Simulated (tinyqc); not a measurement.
Worked calculation (part 2 of 3): coupled-perturbed Hartree-Fock on RHF in the sto-3g basis, for NH3, spin multiplicity 1. Computed by tinyqc, a small Python program that keeps every step (integrals from PySCF). Command: `OMP_NUM_THREADS=1 python tinyqc.py 28623 28624 out.jsonl` (the two numbers bound the seeds that draw the settings). One thread of a shared host (Intel(R) Xeon(R) Processor @ 2.60GHz), about 0.2 s of CPU time with the checks.

Geometry (angstrom):
```
atom          x          y         z
N      0.000000   0.000000  0.527000
H      1.002000   0.000000  0.000000
H     -0.501000   0.868000  0.000000
H     -0.501000  -0.868000  0.000000
```

## Iteration 1: diagonalisation and new density

Fock matrix F (hartree), order 1N 1s, 1N 2s, 1N 2px, 1N 2py, 1N 2pz, 2H 1s, 3H 1s, 4H 1s:
```
[[-15.368938, -3.920918, -0.000006, 0.000000, 0.011836, -0.757221, -0.756893, -0.756893],
 [-3.920918, -2.078640, -0.000058, 0.000000, 0.130836, -0.828421, -0.828170, -0.828170],
 [-0.000006, -0.000058, -0.235851, 0.000000, 0.000034, -0.323392, 0.161614, 0.161614],
 [0.000000, 0.000000, 0.000000, -0.235851, 0.000000, 0.000000, -0.280046, 0.280046],
 [0.011836, 0.130836, 0.000034, 0.000000, -0.183020, 0.211538, 0.211466, 0.211466],
 [-0.757221, -0.828421, -0.323392, 0.000000, 0.211538, -0.431418, -0.327739, -0.327739],
 [-0.756893, -0.828170, 0.161614, -0.280046, 0.211466, -0.327739, -0.431218, -0.327585],
 [-0.756893, -0.828170, 0.161614, 0.280046, 0.211466, -0.327739, -0.327585, -0.431218]]
```

X, order 1N 1s, 1N 2s, 1N 2px, 1N 2py, 1N 2pz, 2H 1s, 3H 1s, 4H 1s:
```
[[1.024591, -0.147386, -0.000004, 0.000000, 0.010873, 0.020738, 0.020734, 0.020734],
 [-0.147386, 1.278197, 0.000053, 0.000000, -0.109330, -0.252596, -0.252493, -0.252493],
 [-0.000004, 0.000053, 1.097655, 0.000000, -0.000026, -0.237964, 0.118935, 0.118935],
 [0.000000, 0.000000, 0.000000, 1.097650, 0.000000, 0.000000, -0.206039, 0.206039],
 [0.010873, -0.109330, -0.000026, 0.000000, 1.046586, 0.108014, 0.107958, 0.107958],
 [0.020738, -0.252596, -0.237964, 0.000000, 0.108014, 1.174747, -0.046072, -0.046072],
 [0.020734, -0.252493, 0.118935, -0.206039, 0.107958, -0.046072, 1.174642, -0.046040],
 [0.020734, -0.252493, 0.118935, 0.206039, 0.107958, -0.046072, -0.046040, 1.174642]]
```

Diagonalise F' = X^T F X, C = X C', fill 5 alpha and 5 beta electrons from the bottom; D = 2 C_occ C_occ^T. Each column has its largest component positive (the first on a tie).

F' = X^T F X (hartree):
```
[[-15.077656, -2.054777, -0.000006, 0.000000, 0.031697, -0.094762, -0.094670, -0.094670],
 [-2.054777, -1.028816, 0.000027, 0.000000, -0.062316, -0.425542, -0.425389, -0.425389],
 [-0.000006, 0.000027, -0.039622, 0.000000, -0.000013, -0.369099, 0.184484, 0.184484],
 [0.000000, 0.000000, 0.000000, -0.039621, 0.000000, 0.000000, -0.319601, 0.319601],
 [0.031697, -0.062316, -0.000013, 0.000000, -0.088759, 0.174096, 0.174017, 0.174017],
 [-0.094762, -0.425542, -0.369099, 0.000000, 0.174096, 0.008076, -0.099306, -0.099306],
 [-0.094670, -0.425389, 0.184484, -0.319601, 0.174017, -0.099306, 0.008039, -0.099250],
 [-0.094670, -0.425389, 0.184484, 0.319601, 0.174017, -0.099306, -0.099250, 0.008039]]
```

orbital energies (hartree): [-15.376770, -1.229851, -0.424080, -0.424053, -0.230099, 0.450965, 0.491748, 0.491819]

coefficients C, order 1N 1s, 1N 2s, 1N 2px, 1N 2py, 1N 2pz, 2H 1s, 3H 1s, 4H 1s:
```
[[0.993547, -0.227075, 0.000000, 0.000034, -0.097822, -0.156998, 0.000000, -0.000426],
 [0.028924, 0.799453, 0.000000, -0.000180, 0.503118, 0.982688, 0.000000, 0.002738],
 [0.000001, 0.000045, 0.000000, 0.647339, 0.000113, -0.002393, 0.000000, 0.933119],
 [0.000000, 0.000000, 0.647303, 0.000000, 0.000000, 0.000000, 0.933134, 0.000000],
 [-0.003436, -0.091113, 0.000000, -0.000101, 0.814353, -0.686224, 0.000000, -0.001875],
 [-0.004665, 0.145170, 0.000000, 0.464552, -0.202958, -0.633402, 0.000000, -0.915154],
 [-0.004663, 0.145113, 0.402307, -0.232260, -0.203067, -0.636940, -0.790970, 0.455001],
 [-0.004663, 0.145113, -0.402307, -0.232260, -0.203067, -0.636940, 0.790970, 0.455001]]
```

D after iteration 1, order 1N 1s, 1N 2s, 1N 2px, 1N 2py, 1N 2pz, 2H 1s, 3H 1s, 4H 1s:
```
[[2.096536, -0.404028, 0.000005, 0.000000, -0.124772, -0.035459, -0.035456, -0.035456],
 [-0.404028, 1.786180, -0.000049, 0.000000, 0.673553, 0.027453, 0.027502, 0.027502],
 [0.000005, -0.000049, 0.838094, 0.000000, 0.000044, 0.601412, -0.300734, -0.300734],
 [0.000000, 0.000000, 0.000000, 0.838002, 0.000000, 0.000000, 0.520828, -0.520828],
 [-0.124772, 0.673553, 0.000044, 0.000000, 1.342968, -0.357075, -0.357100, -0.357100],
 [-0.035459, 0.027453, 0.601412, 0.000000, -0.357075, 0.556194, -0.091190, -0.091190],
 [-0.035456, 0.027502, -0.300734, 0.520828, -0.357100, -0.091190, 0.556222, -0.091181],
 [-0.035456, 0.027502, -0.300734, -0.520828, -0.357100, -0.091190, -0.091181, 0.556222]]
```

## Iteration 8 (converged): orbitals

converged F (hartree), order 1N 1s, 1N 2s, 1N 2px, 1N 2py, 1N 2pz, 2H 1s, 3H 1s, 4H 1s:
```
[[-15.327015, -3.893531, -0.000003, 0.000000, 0.025999, -0.742255, -0.741932, -0.741932],
 [-3.893531, -1.894002, -0.000048, 0.000000, 0.097823, -0.732525, -0.732312, -0.732312],
 [-0.000003, -0.000048, -0.236509, 0.000000, 0.000036, -0.395873, 0.197874, 0.197874],
 [0.000000, 0.000000, 0.000000, -0.236480, 0.000000, 0.000000, -0.342820, 0.342820],
 [0.025999, 0.097823, 0.000036, 0.000000, -0.305248, 0.243791, 0.243724, 0.243724],
 [-0.742255, -0.732525, -0.395873, 0.000000, 0.243791, -0.426656, -0.252941, -0.252941],
 [-0.741932, -0.732312, 0.197874, -0.342820, 0.243724, -0.252941, -0.426484, -0.252807],
 [-0.741932, -0.732312, 0.197874, 0.342820, 0.243724, -0.252941, -0.252807, -0.426484]]
```

As before.

F' = X^T F X (hartree):
```
[[-15.037108, -2.058218, -0.000004, 0.000000, 0.053955, -0.088252, -0.088162, -0.088162],
 [-2.058218, -0.875805, 0.000032, 0.000000, -0.112681, -0.388055, -0.387929, -0.387929],
 [-0.000004, 0.000032, 0.010436, 0.000000, -0.000013, -0.451870, 0.225881, 0.225881],
 [0.000000, 0.000000, 0.000000, 0.010462, 0.000000, 0.000000, -0.391282, 0.391282],
 [0.053955, -0.112681, -0.000013, 0.000000, -0.192033, 0.211488, 0.211417, 0.211417],
 [-0.088252, -0.388055, -0.451870, 0.000000, 0.211488, 0.008588, -0.057515, -0.057515],
 [-0.088162, -0.387929, 0.225881, -0.391282, 0.211417, -0.057515, 0.008545, -0.057475],
 [-0.088162, -0.387929, 0.225881, 0.391282, 0.211417, -0.057515, -0.057475, 0.008545]]
```

orbital energies (hartree): [-15.334290, -1.045751, -0.515812, -0.515812, -0.364762, 0.533414, 0.592294, 0.592350]

coefficients C, order 1N 1s, 1N 2s, 1N 2px, 1N 2py, 1N 2pz, 2H 1s, 3H 1s, 4H 1s:
```
[[0.993799, -0.220239, 0.000000, 0.000037, -0.104292, -0.160929, 0.000000, -0.000279],
 [0.028361, 0.771659, 0.000000, -0.000191, 0.520317, 0.995881, 0.000000, 0.001802],
 [0.000001, 0.000053, 0.000000, 0.594600, 0.000106, -0.001554, 0.000000, 0.967580],
 [0.000000, 0.000000, 0.594568, 0.000000, 0.000000, 0.000000, 0.967589, 0.000000],
 [-0.004683, -0.126682, 0.000000, -0.000105, 0.822658, -0.670488, 0.000000, -0.001184],
 [-0.005398, 0.156726, 0.000000, 0.514479, -0.183312, -0.637550, 0.000000, -0.887383],
 [-0.005396, 0.156659, 0.445544, -0.257237, -0.183436, -0.639686, -0.767447, 0.442028],
 [-0.005396, 0.156659, -0.445544, -0.257237, -0.183436, -0.639686, 0.767447, 0.442028]]
```

D after iteration 8, order 1N 1s, 1N 2s, 1N 2px, 1N 2py, 1N 2pz, 2H 1s, 3H 1s, 4H 1s:
```
[[2.094037, -0.392058, 0.000002, 0.000000, -0.125101, -0.041489, -0.041488, -0.041488],
 [-0.392058, 1.733982, -0.000035, 0.000000, 0.660310, 0.050614, 0.050678, 0.050678],
 [0.000002, -0.000035, 0.707099, 0.000000, 0.000037, 0.611796, -0.305929, -0.305929],
 [0.000000, 0.000000, 0.000000, 0.707022, 0.000000, 0.000000, 0.529813, -0.529813],
 [-0.125101, 0.660310, 0.000037, 0.000000, 1.385672, -0.341371, -0.341397, -0.341397],
 [-0.041489, 0.050614, 0.611796, 0.000000, -0.341371, 0.645768, -0.148271, -0.148271],
 [-0.041488, 0.050678, -0.305929, 0.529813, -0.341397, -0.148271, 0.645801, -0.148238],
 [-0.041488, 0.050678, -0.305929, -0.529813, -0.341397, -0.148271, -0.148238, 0.645801]]
```

Within a degenerate level the vectors are fixed only up to a rotation; this is one choice.

## Convergence

Stop when the energy changes by less than 1e-10 hartree and every element of the error matrix X^T (F D S - S D F) X is below 3e-06.

Course of the cycle:
```
iteration   E (hartree)     change  largest element of the error matrix
1          -55.27819454          -                             9.46e-01
2          -55.41801987  -1.40e-01                             1.06e-01
3          -55.43118836  -1.32e-02                             2.23e-02
4          -55.43232477  -1.14e-03                             5.42e-03
5          -55.43247234  -1.48e-04                             1.53e-03
6          -55.43247744  -5.10e-06                             1.15e-04
7          -55.43247746  -2.75e-08                             5.08e-07
8          -55.43247746  -4.41e-13                             1.48e-08
```

PySCF RHF in the same basis = -55.43247746 hartree

Converged in 8 iterations.

## Populations, bond orders and dipole

overlap S, order 1N 1s, 1N 2s, 1N 2px, 1N 2py, 1N 2pz, 2H 1s, 3H 1s, 4H 1s:
```
[[1.000000, 0.235038, 0.000000, 0.000000, 0.000000, 0.043976, 0.043957, 0.043957],
 [0.235038, 1.000000, 0.000000, 0.000000, 0.000000, 0.422881, 0.422774, 0.422774],
 [0.000000, 0.000000, 1.000000, 0.000000, 0.000000, 0.350228, -0.175054, -0.175054],
 [0.000000, 0.000000, 0.000000, 1.000000, 0.000000, 0.000000, 0.303287, -0.303287],
 [0.000000, 0.000000, 0.000000, 0.000000, 1.000000, -0.184202, -0.184138, -0.184138],
 [0.043976, 0.422881, 0.350228, 0.000000, -0.184202, 1.000000, 0.181202, 0.181202],
 [0.043957, 0.422774, -0.175054, 0.303287, -0.184138, 0.181202, 1.000000, 0.181101],
 [0.043957, 0.422774, -0.175054, -0.303287, -0.184138, 0.181202, 0.181101, 1.000000]]
```

Mulliken: Z minus the diagonal of D S on the atom; Loewdin: the same with S^(1/2) D S^(1/2); Mayer order: 2 sum_s sum (D(s) S)_ij (D(s) S)_ji over the two atoms.

Charges (e):
```
atom   Mulliken    Loewdin
1N    -0.333653  -0.221653
2H     0.111238   0.073892
3H     0.111207   0.073881
4H     0.111207   0.073881
```

Mayer bond orders:
```
pair     order
2-1   0.973925
3-1   0.973924
3-2   0.006851
4-1   0.973924
4-2   0.006851
4-3   0.006858
```

dipole moment about the origin, x y z (debye): [0.000118, 0.000000, -1.897726]

## Integrals over molecular orbitals

core Hamiltonian H = T + V (hartree), order 1N 1s, 1N 2s, 1N 2px, 1N 2py, 1N 2pz, 2H 1s, 3H 1s, 4H 1s:
```
[[-25.597301, -5.890907, -0.000006, 0.000000, 0.017670, -1.111688, -1.111201, -1.111201],
 [-5.890907, -7.643531, -0.000059, 0.000000, 0.212035, -2.737428, -2.736600, -2.736600],
 [-0.000006, -0.000059, -6.313079, 0.000000, 0.000030, -1.920344, 0.959772, 0.959772],
 [0.000000, 0.000000, 0.000000, -6.313090, 0.000000, 0.000000, -1.662874, 1.662874],
 [0.017670, 0.212035, 0.000030, 0.000000, -6.259300, 1.068516, 1.068099, 1.068099],
 [-1.111688, -2.737428, -1.920344, 0.000000, 1.068516, -4.287670, -0.999055, -0.999055],
 [-1.111201, -2.736600, 0.959772, -1.662874, 1.068099, -0.999055, -4.287123, -0.998503],
 [-1.111201, -2.736600, 0.959772, 1.662874, 1.068099, -0.999055, -0.998503, -4.287123]]
```

Given earlier and not repeated: Two-electron integrals (ij|kl) in chemists' order.

(pq|rs) = sum C_ip C_jq C_kr C_ls (ij|kl), one index at a time.

one-electron integrals over orbitals h = C^T H C (hartree):
```
[[-25.581517, 0.437425, 0.000000, -0.000075, 0.195942, 0.301474, 0.000000, 0.000519],
 [0.437425, -6.276998, 0.000000, 0.000027, -0.296034, -1.230106, 0.000000, -0.002211],
 [0.000000, 0.000000, -5.299417, 0.000000, 0.000000, 0.000000, -1.299145, 0.000000],
 [-0.000075, 0.000027, 0.000000, -5.299624, 0.000183, 0.002242, 0.000000, -1.299015],
 [0.195942, -0.296034, 0.000000, 0.000183, -5.927731, 0.674711, 0.000000, 0.000903],
 [0.301474, -1.230106, 0.000000, 0.002242, 0.674711, -4.637165, 0.000000, 0.000279],
 [0.000000, 0.000000, -1.299145, 0.000000, 0.000000, 0.000000, -4.845102, 0.000000],
 [0.000519, -0.002211, 0.000000, -1.299015, 0.000903, 0.000279, 0.000000, -4.845044]]
```

Two-electron integrals over orbitals (pq|rs), unique and non-zero (hartree):
```
(11|11) 4.129314    (21|11) -0.344581   (21|21) 0.045626    (22|11) 0.836375
(22|21) -0.009456   (22|22) 0.606117    (31|31) 0.009000    (32|31) 0.014129
(32|32) 0.117258    (33|11) 0.682958    (33|21) -0.003453   (33|22) 0.543171
(33|33) 0.555686    (41|11) 0.000059    (41|21) -0.000006   (41|22) 0.000006
(41|33) -0.002331   (41|41) 0.009002    (42|11) -0.000023   (42|21) 3.22e-06
(42|22) 0.000028    (42|33) -0.044523   (42|41) 0.014131    (42|42) 0.117277
(43|31) -0.002335   (43|32) -0.044531   (43|43) 0.042166    (44|11) 0.683001
(44|21) -0.003453   (44|22) 0.543212    (44|33) 0.471388    (44|41) 0.002331
(44|42) 0.044512    (44|44) 0.555709    (51|11) -0.160982   (51|21) 0.018544
(51|22) -0.013531   (51|33) -0.005053   (51|41) -4.19e-06   (51|42) 1.91e-07
(51|44) -0.005053   (51|51) 0.025600    (52|11) 0.103201    (52|21) -0.007419
(52|22) -0.007188   (52|33) 0.000326    (52|41) 5.82e-07    (52|42) -5.93e-07
(52|44) 0.000339    (52|51) 0.016866    (52|52) 0.098725    (53|31) 0.003551
(53|32) -0.006583   (53|43) 0.013478    (53|53) 0.032597    (54|11) -0.000049
(54|21) 2.35e-06    (54|22) -0.000012   (54|33) 0.013464    (54|41) 0.003552
(54|42) -0.006567   (54|44) -0.013481   (54|51) -3.41e-06   (54|52) -0.000021
(54|54) 0.032590    (55|11) 0.901236    (55|21) -0.012225   (55|22) 0.579251
(55|33) 0.516953    (55|41) 7.37e-07    (55|42) -0.000017   (55|44) 0.516968
(55|51) 0.011997    (55|52) 0.100883    (55|54) -0.000036   (55|55) 0.723664
(61|11) -0.250189   (61|21) 0.035126    (61|22) -0.002048   (61|33) -0.000695
(61|41) -0.000025   (61|42) -0.000028   (61|44) -0.000704   (61|51) 0.003978
(61|52) -0.016287   (61|54) -4.11e-06   (61|55) -0.018160   (61|61) 0.032950
(62|11) 0.296280    (62|21) -0.006538   (62|22) 0.125813    (62|33) 0.075010
(62|41) -0.000016   (62|42) -0.000060   (62|44) 0.075060    (62|51) -0.015946
(62|52) -0.014478   (62|54) -0.000045   (62|55) 0.101273    (62|61) 0.002444
(62|62) 0.094676    (63|31) 0.004518    (63|32) -0.021449   (63|43) 0.030545
(63|53) 0.016774    (63|63) 0.054395    (64|11) -0.000518   (64|21) 0.000011
(64|22) -0.000196   (64|33) 0.030371    (64|41) 0.004526    (64|42) -0.021315
(64|44) -0.030620   (64|51) 1.57e-06    (64|52) -0.000087   (64|54) 0.016718
(64|55) -0.000244   (64|61) -3.78e-07   (64|62) -0.000184   (64|64) 0.054205
(65|11) -0.148466   (65|21) 0.000164    (65|22) -0.067983   (65|33) -0.034228
(65|41) -0.000012   (65|42) -0.000088   (65|44) -0.034318   (65|51) 0.005563
(65|52) -0.001410   (65|54) -0.000013   (65|55) -0.081729   (65|61) -0.003060
(65|62) -0.054488   (65|64) 0.000122    (65|65) 0.041562    (66|11) 0.721264
(66|21) -0.006404   (66|22) 0.537929    (66|33) 0.493092    (66|41) -0.000028
(66|42) -0.000282   (66|44) 0.492806    (66|51) -0.021191   (66|52) -0.050474
(66|54) 0.000081    (66|55) 0.479092    (66|61) 0.005665    (66|62) 0.098205
(66|64) 0.000047    (66|65) -0.049670   (66|66) 0.533079    (71|31) 0.012726
(71|32) 0.018712    (71|43) -0.002880   (71|53) 0.005055    (71|63) 0.005858
(71|71) 0.018042    (72|31) 0.011402    (72|32) 0.031442    (72|43) 0.013533
(72|53) 0.025987    (72|63) 0.036983    (72|71) 0.015314    (72|72) 0.054514
(73|11) 0.302872    (73|21) -0.005885   (73|22) 0.108346    (73|33) 0.056800
(73|41) 0.001905    (73|42) 0.038646    (73|44) 0.084335    (73|51) 0.000247
(73|52) 0.053608    (73|54) -0.012989   (73|55) 0.148092    (73|61) -0.005698
(73|62) 0.073728    (73|64) -0.027346   (73|65) -0.045335   (73|66) 0.044940
(73|73) 0.140422    (74|31) 0.001902    (74|32) 0.038648    (74|43) -0.013763
(74|53) -0.012981   (74|63) -0.027276   (74|71) 0.002801    (74|72) -0.006170
(74|74) 0.033495    (75|31) 0.007662    (75|32) 0.054387    (75|43) -0.022303
(75|53) 0.014541    (75|63) -0.021951   (75|71) 0.010655    (75|72) 0.015463
(75|74) 0.020843    (75|75) 0.048921    (76|31) 0.009501    (76|32) 0.087392
(76|43) -0.044675   (76|53) -0.023218   (76|63) -0.039044   (76|71) 0.012864
(76|72) 0.000318    (76|74) 0.043732    (76|75) 0.039457    (76|76) 0.092176
(77|11) 0.765112    (77|21) -0.007580   (77|22) 0.540243    (77|33) 0.547432
(77|41) -0.000111   (77|42) -0.029873   (77|44) 0.474056    (77|51) -0.003604
(77|52) 0.017849    (77|54) 0.016807    (77|55) 0.539551    (77|61) -0.005074
(77|62) 0.077135    (77|64) 0.035443    (77|65) -0.034576   (77|66) 0.495989
(77|73) 0.068286    (77|77) 0.565944    (81|11) -0.000435   (81|21) 0.000062
(81|22) 5.88e-07    (81|33) -0.002878   (81|41) 0.012727    (81|42) 0.018712
(81|44) 0.002871    (81|51) 0.000009    (81|52) -0.000025   (81|54) 0.005056
(81|55) -0.000029   (81|61) 0.000028    (81|62) -0.000021   (81|64) 0.005868
(81|65) -0.000021   (81|66) -0.000033   (81|73) 0.002794    (81|77) -0.000037
(81|81) 0.018041    (82|11) 0.000535    (82|21) -0.000011   (82|22) 0.000228
(82|33) 0.013682    (82|41) 0.011402    (82|42) 0.031426    (82|44) -0.013427
(82|51) -0.000025   (82|52) -0.000010   (82|54) 0.025988    (82|55) 0.000194
(82|61) -0.000022   (82|62) 0.000078    (82|64) 0.036970    (82|65) -0.000114
(82|66) 0.000169    (82|73) -0.006036   (82|77) 0.022658    (82|81) 0.015312
(82|82) 0.054515    (83|31) 0.001913    (83|32) 0.038633    (83|43) -0.013720
(83|53) -0.012949   (83|63) -0.027191   (83|71) 0.002815    (83|72) -0.006100
(83|74) 0.031753    (83|75) 0.020819    (83|76) 0.043681    (83|83) 0.033414
(84|11) 0.302857    (84|21) -0.005886   (84|22) 0.108313    (84|33) 0.084368
(84|41) -0.001899   (84|42) -0.038724   (84|44) 0.056750    (84|51) 0.000247
(84|52) 0.053603    (84|54) 0.012976    (84|55) 0.148089    (84|61) -0.005689
(84|62) 0.073711    (84|64) 0.027070    (84|65) -0.045256   (84|66) 0.045220
(84|73) 0.075079    (84|77) 0.094013    (84|81) -0.002808   (84|82) 0.006358
(84|84) 0.140517    (85|11) -0.000200   (85|21) 1.15e-07    (85|22) -0.000082
(85|33) -0.022334   (85|41) 0.007662    (85|42) 0.054380    (85|44) 0.022231
(85|51) 0.000011    (85|52) 0.000015    (85|54) 0.014553    (85|55) -0.000106
(85|61) -0.000023   (85|62) -0.000108   (85|64) -0.021868   (85|65) -0.000021
(85|66) -0.000206   (85|73) 0.020782    (85|77) -0.017063   (85|81) 0.010654
(85|82) 0.015457    (85|84) -0.020947   (85|85) 0.048907    (86|11) -0.000040
(86|21) 2.08e-06    (86|22) 0.000028    (86|33) -0.044566   (86|41) 0.009500
(86|42) 0.087298    (86|44) 0.044514    (86|51) -0.000029   (86|52) -0.000104
(86|54) -0.023145   (86|55) -0.000094   (86|61) -3.37e-06   (86|62) 0.000035
(86|64) -0.038770   (86|65) -0.000100   (86|66) -0.000237   (86|73) 0.043639
(86|77) -0.040860   (86|81) 0.012863    (86|82) 0.000378    (86|84) -0.043820
(86|85) 0.039386    (86|86) 0.091897    (87|31) -0.000097   (87|32) -0.029724
(87|43) 0.036625    (87|53) 0.016792    (87|63) 0.035570    (87|71) -0.000006
(87|72) 0.022516    (87|74) -0.012768   (87|75) -0.016960   (87|76) -0.040807
(87|83) -0.012713   (87|87) 0.040444    (88|11) 0.765101    (88|21) -0.007579
(88|22) 0.540260    (88|33) 0.473893    (88|41) 0.000147    (88|42) 0.030171
(88|44) 0.547600    (88|51) -0.003605   (88|52) 0.017848    (88|54) -0.016905
(88|55) 0.539539    (88|61) -0.005074   (88|62) 0.077200    (88|64) -0.035857
(88|65) -0.034642   (88|66) 0.495718    (88|73) 0.094108    (88|77) 0.484659
(88|81) 0.000063    (88|82) -0.022379   (88|84) 0.068059    (88|85) 0.017110
(88|86) 0.041093    (88|88) 0.566224
```

## Response to a field: uncoupled start

dipole integrals <a|z|i> (bohr), order a6, a7, a8:
```
[[-0.044901, 0.114184, 0.000000, -0.000894, -0.280361],
 [0.000000, 0.000000, 0.564896, 0.000000, 0.000000],
 [-0.000077, 0.000273, 0.000000, 0.564898, -0.000401]]
```

Field along z; U_ai = -mu_ai / (e_a - e_i), alpha = -4 sum U_ai mu_ai.

uncoupled U, order a6, a7, a8:
```
[[0.002830, -0.072307, 0.000000, 0.000852, 0.312145],
 [0.000000, 0.000000, -0.509785, 0.000000, 0.000000],
 [0.000005, -0.000167, 0.000000, -0.509762, 0.000419]]
```

uncoupled polarisability = 2.687347 bohr^3

## Coupled step 1

U_ai = -(mu_ai + sum_bj [4 (ai|bj) - (ab|ij) - (aj|bi)] U_bj) / (e_a - e_i); alpha = -4 sum U_ai mu_ai.

U after step 1, order a6, a7, a8:
```
[[0.000317, 0.048493, 0.000000, 0.000664, 0.271697],
 [0.000000, 0.000000, -0.411532, 0.000000, 0.000000],
 [0.000000, 0.000031, 0.000000, -0.411521, 0.000365]]
```

polarisability = 2.142366 bohr^3
